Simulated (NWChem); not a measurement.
System: Al cation, singlet

Parts of the log:

```
             Northwest Computational Chemistry Package (NWChem) 7.3.0
             --------------------------------------------------------

                             Geometry "geometry" -> ""
                             -------------------------

 Output coordinates in angstroms (scale by  1.889725989 to convert to a.u.)

  No.       Tag          Charge          X              Y              Z
 ---- ---------------- ---------- -------------- -------------- --------------
    1 Al                  13.0000     0.00000000     0.00000000     0.00000000

 Effective nuclear repulsion energy (a.u.)       0.0000000000

  pbe96 is a nonlocal functional; adding pw91lda local functional.

                                 NWChem DFT Module
                                 -----------------

 Summary of "ao basis" -> "ao basis" (spherical)
 ------------------------------------------------------------------------------
       Tag                 Description            Shells   Functions and Types
 ---------------- ------------------------------  ------  ---------------------
 Al                       aug-pcseg-1               11       27   5s4p2d

            General Information
            -------------------
          SCF calculation type: DFT
          Wavefunction type:  closed shell.
          No. of atoms     :     1
          No. of electrons :    12
           Alpha electrons :     6
            Beta electrons :     6
          Charge           :     1
          Spin multiplicity:     1
          Use of symmetry is: off; symmetry adaption is: off
          Maximum number of iterations: 150
          AO basis - number of functions:    27
                     number of shells:    11
          Convergence on energy requested:  1.00D-06
          Convergence on density requested:  1.00D-05
          Convergence on gradient requested:  5.00D-04

              XC Information
              --------------
          PerdewBurkeErnzerhof Exchange Functional  1.000
            Perdew 1991 LDA Correlation Functional  1.000 local
           PerdewBurkeErnz. Correlation Functional  1.000 non-local

             Grid Information
             ----------------
          Grid used for XC integration:  medium
          Radial quadrature: Mura-Knowles
          Angular quadrature: Lebedev.
          Tag              B.-S. Rad. Rad. Pts. Rad. Cut. Ang. Pts.
          ---              ---------- --------- --------- ---------
          Al                  1.25       88          14.0       590
          Grid pruning is: on
          Number of quadrature shells:    88
          Spatial weights used:  Erf1

      Superposition of Atomic Density Guess
      -------------------------------------

 Sum of atomic energies:        -241.84939796

 Renormalizing density from      13.00 to     12

      Non-variational initial energy
      ------------------------------

 Total energy =    -229.884304
 1-e energy   =    -310.774278
 2-e energy   =      80.889974
 HOMO         =      -0.819640
 LUMO         =      -0.356944

     ---------------------------------------------
      Total Density - Mulliken Population Analysis
     ---------------------------------------------

    Atom       Charge   Shell Charges
 -----------   ------   -------------------------------------------------------
    1 Al  13    12.00   2.00  2.01  1.85  0.09  0.05  6.05 -0.06  0.01 -0.00 -0.00  0.00

   convergence    iter        energy       DeltaE   RMS-Dens  Diis-err
 ---------------- ----- ----------------- --------- --------- ---------
 d= 0,ls=0.0,diis     1   -241.9493864861 -2.42D+02  4.62D-02  4.77D-01
 d= 0,ls=0.0,diis     2   -241.9891273066 -3.97D-02  9.07D-03  2.05D-02
 d= 0,ls=0.0,diis     3   -241.9910269851 -1.90D-03  4.44D-04  1.23D-05
 d= 0,ls=0.0,diis     4   -241.9910290337 -2.05D-06  1.04D-05  2.69D-09
 d= 0,ls=0.0,diis     5   -241.9910290345 -8.27D-10  1.73D-08  3.80D-14

         Total DFT energy =     -241.991029034522
      One electron energy =     -332.809222859612
           Coulomb energy =      109.019293706560
    Exchange-Corr. energy =      -18.201099881470
 Nuclear repulsion energy =        0.000000000000

 Numeric. integr. density =       12.000000000025

                       DFT Final Molecular Orbital Analysis
                       ------------------------------------

 Vector    4  Occ=2.000000D+00  E=-2.869254D+00
              MO Center=  4.5D-17, -2.1D-17,  2.3D-17, r^2= 1.3D-01
   Bfn.  Coefficient  Atom+Function         Bfn.  Coefficient  Atom+Function
  ----- ------------  ---------------      ----- ------------  ---------------
     6      0.916457  1 Al px                 7     -0.275486  1 Al py
     8     -0.275074  1 Al pz

 Vector    5  Occ=2.000000D+00  E=-2.869254D+00
              MO Center=  2.8D-17,  7.4D-17,  6.7D-17, r^2= 1.3D-01
   Bfn.  Coefficient  Atom+Function         Bfn.  Coefficient  Atom+Function
  ----- ------------  ---------------      ----- ------------  ---------------
     7      0.911879  1 Al py                 6      0.338178  1 Al px
     8      0.213454  1 Al pz

 Vector    6  Occ=2.000000D+00  E=-5.416194D-01
              MO Center=  1.1D-15, -2.3D-15,  8.3D-16, r^2= 1.9D+00
   Bfn.  Coefficient  Atom+Function         Bfn.  Coefficient  Atom+Function
  ----- ------------  ---------------      ----- ------------  ---------------
     3      0.904565  1 Al s                  2     -0.479637  1 Al s
     4      0.229690  1 Al s                  1      0.075515  1 Al s

 Vector    7  Occ=0.000000D+00  E=-3.342045D-01
              MO Center= -7.4D-16,  6.7D-17, -9.9D-16, r^2= 2.8D+00
   Bfn.  Coefficient  Atom+Function         Bfn.  Coefficient  Atom+Function
  ----- ------------  ---------------      ----- ------------  ---------------
    11      0.807220  1 Al pz                14      0.254896  1 Al pz
     8     -0.241086  1 Al pz                 9      0.236010  1 Al px
    10     -0.114165  1 Al py                12      0.074525  1 Al px
     6     -0.070487  1 Al px                13     -0.036050  1 Al py
     7      0.034097  1 Al py

 Vector    8  Occ=0.000000D+00  E=-3.342045D-01
              MO Center= -7.6D-16,  1.0D-15,  1.3D-16, r^2= 2.8D+00
   Bfn.  Coefficient  Atom+Function         Bfn.  Coefficient  Atom+Function
  ----- ------------  ---------------      ----- ------------  ---------------
    10      0.838014  1 Al py                13      0.264619  1 Al py
     7     -0.250282  1 Al py                 9      0.100675  1 Al px
    11      0.089085  1 Al pz                12      0.031790  1 Al px
     6     -0.030068  1 Al px                14      0.028130  1 Al pz
     8     -0.026606  1 Al pz

 Vector    9  Occ=0.000000D+00  E=-3.342045D-01
              MO Center= -5.8D-16, -1.8D-15,  6.2D-16, r^2= 2.8D+00
   Bfn.  Coefficient  Atom+Function         Bfn.  Coefficient  Atom+Function
  ----- ------------  ---------------      ----- ------------  ---------------
     9      0.809013  1 Al px                12      0.255462  1 Al px
    11     -0.246573  1 Al pz                 6     -0.241621  1 Al px
    14     -0.077860  1 Al pz                 8      0.073642  1 Al pz
    10     -0.070979  1 Al py

     ---------------------------------------------
      Total Density - Mulliken Population Analysis
     ---------------------------------------------

    Atom       Charge   Shell Charges
 -----------   ------   -------------------------------------------------------
    1 Al  13    12.00   2.00  1.99  1.63  0.39 -0.01  5.97  0.03 -0.00  0.00  0.00  0.00

     -------------------------------------------
      Total Density - Lowdin Population Analysis
     -------------------------------------------

    Atom       Charge   Shell Charges
 -----------   ------   -------------------------------------------------------
    1 Al  13    12.00   2.00  1.98  1.28  0.63  0.10  5.86  0.14  0.00  0.00  0.00  0.00
```

Level: PBE/aug-pcseg-1. Low-valent species are run as closed-shell singlets; no triplet was tried in these runs.

**Question.** Write an input that gives this output.

**Answer.** Several could match; the one computed here: the input that was run:
```
start job
memory heap 200 mb stack 900 mb global 1100 mb
charge 1
geometry units angstroms noautoz
  Al     0.000000     0.000000     0.000000
end
basis spherical
  * library aug-pcseg-1
end
dft
  xc xpbe96 cpbe96
  iterations 150
  mulliken
end
task dft energy
```
